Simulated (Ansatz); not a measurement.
Results of LDA (plane waves, PAW; Ansatz, a program for electronic structure) for tetragonal perovskite BaTiO3.

Settings: plane-wave cutoff 520 eV, 6×6×6 k mesh, Fermi–Dirac smearing 0.01 eV, no spin polarisation, scalar-relativistic PAW data made under PBE.

Starting structure:

```yaml
crystal:
  lattice:
    - [3.99000, 0.00000, 0.00000]
    - [0.00000, 3.99000, 0.00000]
    - [0.00000, 0.00000, 4.04000]
  atoms:
    - { symbol: Ba, position: [0.00000, 0.00000, 0.00000] }
    - { symbol: Ti, position: [0.50000, 0.50000, 0.51300] }
    - { symbol: O, position: [0.50000, 0.50000, 0.97700] }
    - { symbol: O, position: [0.00000, 0.50000, 0.48700] }
    - { symbol: O, position: [0.50000, 0.00000, 0.48700] }
```

Task: Into what structure does the relaxation of cell and atoms lead at this level, with the symmetry of the start kept?

Result: The volume decreases by 4.7 %; final space group P4mm.
```yaml
crystal:
  lattice:
    - [3.92629, 0.00000, 0.00000]
    - [0.00000, 3.92629, 0.00000]
    - [0.00000, 0.00000, 3.97529]
  atoms:
    - { symbol: Ba, position: [0.00000, 0.00000, 0.00041] }
    - { symbol: Ti, position: [0.50000, 0.50000, 0.51287] }
    - { symbol: O, position: [0.50000, 0.50000, 0.97902] }
    - { symbol: O, position: [0.00000, 0.50000, 0.48585] }
    - { symbol: O, position: [0.50000, 0.00000, 0.48585] }
```
